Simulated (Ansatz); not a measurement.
Coupled-cluster diagnostics for PPPP tetrahedron (P₄), Ansatz.

Geometry of the singlet (PBE0-D4/def2-TZVP):

```xyz
4

P     1.149   -0.129   -0.673
P    -1.027   -0.256   -0.818
P    -0.105    1.248    0.469
P    -0.017   -0.863    1.021
```

Correlated methods freeze 20 core orbitals.

Task: Estimate the CCSD(T) correlation energy, the shares of MP2 and (T), T1 and the reference's ⟨S²⟩ for: charge 0, singlet, own geometry in def2-TZVPP; charge 1, doublet, vertical in def2-TZVPP; and the rough time on 4 threads of Arm Neoverse V1 on a shared host.

Result: 
| state | basis | correlation (eV) | MP2 share (%) | (T) share (%) | T1 | ⟨S²⟩ (pure) | wall time |
| --- | --- | --- | --- | --- | --- | --- | --- |
| charge 0, singlet, own geometry | def2-TZVPP | -17.564 | 90.8 | 7.0 | 0.018 | 0.00 (0.00) | 9.5 s |
| charge 1, doublet, vertical | def2-TZVPP | -16.755 | 89.4 | 7.1 | 0.022 | 0.78 (0.75) | 36 s |
Customary marks for T1 are 0.02 (closed shells), 0.045 (open shells) and about 0.05 (3d metals). T1 exceeds 0.02 in 1 of 2 rows and 0.045 in 0; the higher it lies, the less the single-reference result can be trusted.
